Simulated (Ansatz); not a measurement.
A made-up structure of CH3BF (charge -1), closed shell:

C1  (-0.591, 0.213, -0.450)
B2  (0.537, -0.202, 0.359)
F3  (0.608, -0.019, 1.750)
H4  (-0.611, 0.056, -1.528)
H5  (1.226, -1.116, 0.465)
H6  (1.542, -0.751, -0.076)
(Å)

It is relaxed with PBE-D4/def2-SVPD and then PBE0-D4/def2-TZVPD (Ansatz 0.2.0). Atoms count as bonded within 1.22 times the sum of their covalent radii (H–H: 0.88 Å). The end point is not checked to be a true minimum.

Does its bonding change? (A judgement: the text doesn't fix the answer.)

By the calculation: Yes. Formed: C1–H6; broken: B2–H6, H5–H6.

Where it ends: The first stage lowers the energy by 5.26 eV in 23 steps. It ends as CH₃BF ([CH2][BH][F]), total charge -1:
C1  (0.378, 0.067, -0.588)
B2  (0.498, -0.661, 0.659)
F3  (1.053, -0.116, 1.829)
H4  (-0.058, -0.389, -1.477)
H5  (0.133, -1.818, 0.829)
H6  (0.706, 1.099, -0.732)
(Å)

Labels in which every atom is bracketed show which atoms are joined, not bond orders.

For scale, one of the runs: PBE0-D4/def2-TZVPD relaxation, 141 basis functions, launched by `ansatz run in.yaml --threads 2 --pin off --events-out ev --progress --plain --max-ram 4352MiB`. The run took about 14 s on 2 CPU threads of an Arm Neoverse V1 (shared host).
